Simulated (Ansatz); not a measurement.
System: Si₂H₆, charge 1, doublet. Si2H6+ (parent SMILES [SiH3][SiH3], doublet).
B3LYP-D3(BJ)/def2-TZVP minimum from Ansatz (a quantum-chemistry and plane-wave program):
```xyz
8

Si     0.0012     0.0018     1.3865
Si    -0.0012    -0.0018    -1.3865
H      0.0004     1.4590     1.5858
H     -1.2599    -0.7273     1.5897
H      1.2637    -0.7255     1.5875
H     -0.0274    -1.4588    -1.5858
H     -1.2499     0.7489    -1.5876
H      1.2732     0.7037    -1.5897
```
Charge +1, spin multiplicity 2.

Total energies in cc-pV(D+d)Z, 13 correlated electrons, 10 frozen orbitals. UHF or UKS for unpaired electrons; spin-orbit terms are left out. Cores are frozen in correlated methods. No relativity.

```csv
method,program,energy (Eh),minus CCSDT(Q) (mEh)
HF,Ansatz,-581.03329,243.44
MP2,Ansatz,-581.21917,57.57
CCSD,Ansatz,-581.27064,6.10
CCSD(T),Ansatz,-581.27535,1.38
CCSDT(Q),Ansatz,-581.27674,0.00
```

Rough core times of Ansatz's runs on a shared machine: CCSD(T) under 20 s, CCSDT(Q) 4 min.
